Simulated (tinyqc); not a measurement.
Worked calculation: RKS/LDA (PW92) in the sto-3g basis, for LiH, spin multiplicity 1. One step of it, computed by the program tinyqc.

Task: Iteration 2: diagonalisation and new density. Diagonalise F' = X^T F X, C = X C', fill 2 alpha and 2 beta electrons from the bottom; D = 2 C_occ C_occ^T. Each column has its largest component positive (the first on a tie).

Kohn-Sham matrix F (hartree):
```
            1Li 1s     1Li 2s    1Li 2px    1Li 2py    1Li 2pz      2H 1s
1Li 1s   -1.662466  -0.501426   0.004793  -0.004282  -0.028982  -0.193294
1Li 2s   -0.501426  -0.246885   0.017586  -0.015702  -0.168174  -0.290865
1Li 2px   0.004793   0.017586   0.012648  -0.002175  -0.005131   0.002502
1Li 2py  -0.004282  -0.015702  -0.002175   0.012152   0.004579  -0.002235
1Li 2pz  -0.028982  -0.168174  -0.005131   0.004579  -0.084902  -0.333820
2H 1s    -0.193294  -0.290865   0.002502  -0.002235  -0.333820  -0.525227
```

X:
```
            1Li 1s     1Li 2s   1Li 2px   1Li 2py    1Li 2pz      2H 1s
1Li 1s    1.022966  -0.126134  0.000000  0.000000  -0.001184  -0.002269
1Li 2s   -0.126134   1.128340  0.000000  0.000000   0.132129  -0.311216
1Li 2px   0.000000   0.000000  1.000000  0.000000   0.000000   0.000000
1Li 2py   0.000000   0.000000  0.000000  1.000000   0.000000   0.000000
1Li 2pz  -0.001184   0.132129  0.000000  0.000000   1.165387  -0.390262
2H 1s    -0.002269  -0.311216  0.000000  0.000000  -0.390262   1.270384
```

Give: F' = X^T F X; orbital energies; coefficients C; D after iteration 2.

Result:

F' = X^T F X (hartree):
```
        1       2       3       4       5       6
1  -1.613  -0.288   0.003  -0.002  -0.008  -0.046
2  -0.288  -0.083   0.018  -0.016  -0.056  -0.151
3   0.003   0.018   0.013  -0.002  -0.005   0.000
4  -0.002  -0.016  -0.002   0.012   0.004   0.000
5  -0.008  -0.056  -0.005   0.004   0.082  -0.250
6  -0.046  -0.151   0.000   0.000  -0.250  -0.364
```

orbital energies (hartree): MO1 -1.670, MO2 -0.518, MO3 -0.008, MO4 0.010, MO5 0.038, MO6 0.195

coefficients C:
```
            MO1     MO2     MO3    MO4     MO5     MO6
1Li 1s    0.980  -0.153  -0.199  0.000  -0.197  -0.006
1Li 2s    0.068   0.109   0.794  0.000   0.816   0.299
1Li 2px  -0.003  -0.005  -0.531  0.666   0.524  -0.018
1Li 2py   0.003   0.004   0.474  0.746  -0.468   0.016
1Li 2pz   0.022   0.149   0.003  0.000   0.047   1.226
2H 1s     0.009   0.869  -0.374  0.000  -0.402  -0.898
```

D after iteration 2:
```
         1Li 1s  1Li 2s  1Li 2px  1Li 2py  1Li 2pz   2H 1s
1Li 1s    1.968   0.100   -0.005    0.005   -0.002  -0.249
1Li 2s    0.100   0.033   -0.002    0.001    0.035   0.191
1Li 2px  -0.005  -0.002    0.000    0.000   -0.002  -0.009
1Li 2py   0.005   0.001    0.000    0.000    0.001   0.008
1Li 2pz  -0.002   0.035   -0.002    0.001    0.045   0.259
2H 1s    -0.249   0.191   -0.009    0.008    0.259   1.510
```
